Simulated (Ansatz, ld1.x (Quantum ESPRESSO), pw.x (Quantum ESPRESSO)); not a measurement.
**What a changed setting does to a pw.x run (sc Hf)**

Potential: norm-conserving Troullier–Martins (Kleinman–Bylander form), ld1.x (Quantum ESPRESSO) 7.5, PBEsol; core [Xe] 4f14, reference 5d2.5 6s1.5 6p0; waves: 6p (bound, empty): rc 3.25 bohr; 5d (bound): rc 2.50 bohr; 6s (bound): rc 2.35 bohr; local part: the s channel; core correction: Bessel-smoothed model core inside 1.55 bohr.

The reference run (k-mesh 11³, cutoffs 50/200 Ry, Fermi–Dirac 0.01 Ry, mixing_beta 0.4, conv_thr 1e-9, no spin) gives -0.43 GPa at 23.762 Å³/atom, where all-electron LAPW gives -0.53 GPa. This run, with its own iteration cap, changes nspin = 2 with starting_magnetization to 0.5.

```
&control
  calculation='scf', prefix='x', pseudo_dir='./', outdir='./tmp', tstress=.true., disk_io='none'
/
&system
  ibrav=0, nat=1, ntyp=1, ecutwfc=50, ecutrho=200, nbnd=9,
  occupations='smearing', smearing='fd', degauss=0.01, nspin=2, starting_magnetization(1)=0.5
/
&electrons
  conv_thr=1e-09, mixing_beta=0.4, electron_maxstep=60
/
ATOMIC_SPECIES
Hf 1.0 Hf.UPF
CELL_PARAMETERS angstrom
  2.87493258 0.00000000 0.00000000
  0.00000000 2.87493258 0.00000000
  0.00000000 0.00000000 2.87493258
ATOMIC_POSITIONS crystal
Hf 0.0000 0.0000 0.0000
K_POINTS automatic
11 11 11 0 0 0
```

```bash
pw.x < Hf.scf.in > Hf.scf.out
```

How does the run end?

It converges in 9 iterations; the free energy moves by +0.0 meV/atom and the pressure by +0.00 GPa. The result is that of the reference run.

```
Message from routine setup:
     using ibrav=0 with symmetry is DISCOURAGED, use correct ibrav instead
     lattice parameter (alat)  =       5.4328  a.u.
     unit-cell volume          =     160.3539 (a.u.)^3
     number of electrons       =         4.00
     number of Kohn-Sham states=            9
     kinetic-energy cutoff     =      50.0000  Ry
     charge density cutoff     =     200.0000  Ry
     scf convergence threshold =      1.0E-09
     Exchange-correlation= PBESOL
     atomic species   magnetization
     number of k points=    56  Fermi-Dirac smearing, width (Ry)=  0.0100
     iteration #  1     ecut=    50.00 Ry     beta= 0.40
     total energy              =     -34.03255601 Ry
     estimated scf accuracy    <       0.02209673 Ry
     total magnetization       =     1.08 Bohr mag/cell
     absolute magnetization    =     1.08 Bohr mag/cell
     iteration #  2     ecut=    50.00 Ry     beta= 0.40
     total energy              =     -34.03873270 Ry
     estimated scf accuracy    <       0.00539930 Ry
     total magnetization       =     0.93 Bohr mag/cell
     absolute magnetization    =     0.93 Bohr mag/cell
     iteration #  3     ecut=    50.00 Ry     beta= 0.40
     total energy              =     -34.04345813 Ry
     estimated scf accuracy    <       0.00059006 Ry
     total magnetization       =     0.67 Bohr mag/cell
     absolute magnetization    =     0.67 Bohr mag/cell
     iteration #  4     ecut=    50.00 Ry     beta= 0.40
     total energy              =     -34.04659407 Ry
     estimated scf accuracy    <       0.00018735 Ry
     total magnetization       =     0.34 Bohr mag/cell
     absolute magnetization    =     0.34 Bohr mag/cell
     iteration #  5     ecut=    50.00 Ry     beta= 0.40
     total energy              =     -34.04669618 Ry
     estimated scf accuracy    <       0.00033827 Ry
     total magnetization       =     0.21 Bohr mag/cell
     absolute magnetization    =     0.21 Bohr mag/cell
     iteration #  6     ecut=    50.00 Ry     beta= 0.40
     total energy              =     -34.04762956 Ry
     estimated scf accuracy    <       0.00000966 Ry
     total magnetization       =     0.02 Bohr mag/cell
     absolute magnetization    =     0.02 Bohr mag/cell
     iteration #  7     ecut=    50.00 Ry     beta= 0.40
     total energy              =     -34.04763273 Ry
     estimated scf accuracy    <       0.00000066 Ry
     total magnetization       =     0.01 Bohr mag/cell
     absolute magnetization    =     0.01 Bohr mag/cell
     iteration #  8     ecut=    50.00 Ry     beta= 0.40
     total energy              =     -34.04763450 Ry
     estimated scf accuracy    <       0.00000004 Ry
     total magnetization       =     0.00 Bohr mag/cell
     absolute magnetization    =     0.00 Bohr mag/cell
     iteration #  9     ecut=    50.00 Ry     beta= 0.40
     the Fermi energy is     7.6791 ev
!    total energy              =     -34.04763468 Ry
     estimated scf accuracy    <          6.5E-10 Ry
     smearing contrib. (-TS)   =      -0.00746999 Ry
     The total energy is F=E-TS. E is the sum of the following terms:
     one-electron contribution =       5.27985718 Ry
     hartree contribution      =       0.05569100 Ry
     xc contribution           =     -31.01971488 Ry
     ewald contribution        =      -8.35599799 Ry
     total magnetization       =    -0.00 Bohr mag/cell
     absolute magnetization    =     0.00 Bohr mag/cell
     convergence has been achieved in   9 iterations
          total   stress  (Ry/bohr**3)                   (kbar)     P=       -4.32
     Message from routine punch:
     Nothing written, as per user request (disk_io='none')
```

The run took about 8.1 s on one core of a shared host (Neoverse-V1, 64 threads, 503 GiB, load 21).
